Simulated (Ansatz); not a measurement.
```xyz
4

O    -0.3011   -0.1080    0.0000
H    -0.4279    0.8516    0.0000
H     1.0155   -0.1004    0.0001
H     1.8210    0.1132   -0.0001
```

Basis set: pcseg-2 (spherical functions). Charge 0, multiplicity 2.

Computed with Ansatz (development build ahead of 0.2.0); each method stands on the lowest determinant of its kind that the runs found.

The atomization energy at this shape (free ground-state atoms in the same class of orbitals less the molecule, no zero-point energy) of doublet H₃O:

| method | atomization energy |
| --- | --- |
| r²SCAN (unrestricted) | 9.41 eV |

**Question.** What does PBE0 (unrestricted) give?

**Answer.** 9.08 eV. Caution: the shape is not the minimum.
